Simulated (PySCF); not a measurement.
## Nuclear quadrupole coupling in `CO[SiH2-]`

CH5OSi (charge -1).
Z-matrix (Å and degrees, PBE0-D3(BJ)/def2-SVP geometry), rows numbered from 1:
```
C 
O   1  1.3692
Si  2  1.7724  1  119.82
H   1  1.1166  2  113.24  3   -59.58
H   1  1.1149  2  111.01  3  -179.75
H   1  1.1166  2  113.25  3    60.09
H   3  1.5766  2   97.33  1    45.81
H   3  1.5765  2   97.33  1   -45.84
```

Field gradients from the PBE0/pcSseg-1 density (PySCF, non-relativistic), principal values in atomic units, ordered |Vxx| ≤ |Vyy| ≤ |Vzz|:

```json
{"atom": "O2", "Vxx": "-0.4993", "Vyy": "-1.3330", "Vzz": "1.8323"}
```

Task: Find the asymmetry η = (Vxx − Vyy)/Vzz and the couplings χ = eQV/h (234.96 MHz × Q in barn × V in au), with Q(17O) = −0.0256 b.

Result: 
| atom | environment | nucleus | η | χzz (MHz) | χxx (MHz) | χyy (MHz) |
| --- | --- | --- | --- | --- | --- | --- |
| O2 | silyl ether oxygen | 17O | 0.46 | -11.02 | 3.00 | 8.02 |

Task: What is Vzz at O2 in SI units (1 au = 9.71736 × 10²¹ V/m²)?

Result: 1.8323 au = 17.806 × 10²¹ V/m².

Task: And the gradient at the other heavy atoms, for which no coupling is worked out here?

Result: 
```csv
atom,environment,Vzz (au),η
C1,methoxy carbon,0.217,0.16
Si3,silicon bonded to O and 2 H,-0.991,0.70
```

Were the hydrogens deuterons (Q(2H) = 0.00286 b), χzz would run from 74 kHz (H7 and H8) to 183 kHz (H5).

The structure is a single PBE0-D3(BJ)/def2-SVP conformer in the gas phase; no vibrational or solvent corrections. The pcSseg-1 basis has no diffuse functions, a weakness for an anion. The HOMO energy is positive at this level (+0.19 eV), so the outermost electrons may be held by the finite basis alone. With a basis this small, the couplings can be 20 % off.
